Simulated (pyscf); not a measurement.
**Four-centre exchange: `[NH2][NH2]` + `[SiH4]` → `[NH2][SiH3]` + `[NH3]`**

Gas phase, singlet surface, charge 0. Bonds broken: N1–N2, Si7–H8. Bonds formed: N1–Si7, N2–H8. PySCF, gas phase, ωB97X-D3(BJ)/def2-SVP geometries. MP2 and CC: frozen core, UHF for open shells. ΔMP2 is the change of the MP2 total energy from the triple- to the quadruple-zeta basis.

Transition state (Å):

```xyz
11

N     -1.2224    -0.6304     0.2778
N     -2.4074     0.6138    -0.9058
H     -1.4162    -1.2997     1.0419
H     -1.1219    -1.1622    -0.5884
H     -3.0802     0.2231    -0.2377
H     -2.2971     1.5829    -0.5844
Si     0.1717     0.5835     0.4690
H     -0.6267     0.9673    -0.9654
H     -0.3422     1.8289     1.1204
H      1.5169     0.7520    -0.1893
H      0.6706    -0.2301     1.6722
```

One imaginary mode, 1229i cm⁻¹; descent along it reached the two sides named.

| bond | change | reactant side (Å) | saddle | product side |
|---|---|---|---|---|
| N1–N2 | breaks | 1.410 | 2.086 | 3.3 |
| Si7–H8 | breaks | 1.487 | 1.686 | 3.5 |
| N1–Si7 | forms | 2.8 | 1.858 | 1.742 |
| N2–H8 | forms | 3.3 | 1.816 | 1.020 |

Electronic energies relative to the separated reactants (kJ/mol):

| level | barrier | reaction energy | reverse barrier |
|---|---|---|---|
| ωB97X-D3(BJ)/def2-TZVP | 367.5 | -211.3 | 578.8 |
| PBE/def2-TZVP | 274.7 | -201.5 | 476.3 |
| r²SCAN/def2-TZVP | 294.7 | -216.5 | 511.1 |
| B3LYP-D3(BJ)/def2-TZVP | 321.4 | -210.5 | 531.9 |
| PBE0-D3(BJ)/def2-TZVP | 329.7 | -207.6 | 537.3 |
| M06-2X/def2-TZVP | 366.0 | -218.2 | 584.2 |
| ωB97M-D3(BJ)/def2-TZVP | 354.2 | -214.2 | 568.4 |
| HF/def2-TZVP | 511.7 | -214.3 | 726.0 |
| MP2/def2-QZVPP | 361.7 | -234.3 | 596.0 |
| CCSD/def2-TZVPP | 376.6 | -219.1 | 595.6 |
| CCSD(T)/def2-TZVPP | 332.4 | -218.9 | 551.3 |
| CCSD(T)/def2-TZVPP + ΔMP2(QZVPP) | 332.9 | -222.1 | 555.0 |

With CCSD(T)/def2-TZVPP + ΔMP2(QZVPP) energies and thermal terms (ideal gas, 1 atm, RRHO with modes under 100 cm⁻¹ raised to 100, one conformer, R ln 2 for rigid chiral ones), in kJ/mol:

```tsv
T (K)	ΔH‡	ΔG‡	ΔH	ΔG
298	323.4	363.3	-220.4	-225.2
600	326.6	402.8	-217.9	-231.2
900	330.9	439.9	-216.9	-238.1
1200	335.0	475.6	-216.9	-245.1
```

The same reactants have a lower exit, to H₂N–NH–SiH₃ + H₂ (barrier +166.6 kJ/mol at ωB97M-D3(BJ), against +354.2 kJ/mol here). One saddle was located; it need not be the lowest between these sides. One closed-shell reference is unstable to symmetry breaking; treat the single-reference values with care. The CCSD(T) − MP2 part came from Ansatz, without density fitting, on the same reference. The largest closed-shell T1 diagnostic is 0.040, which may signal static correlation.
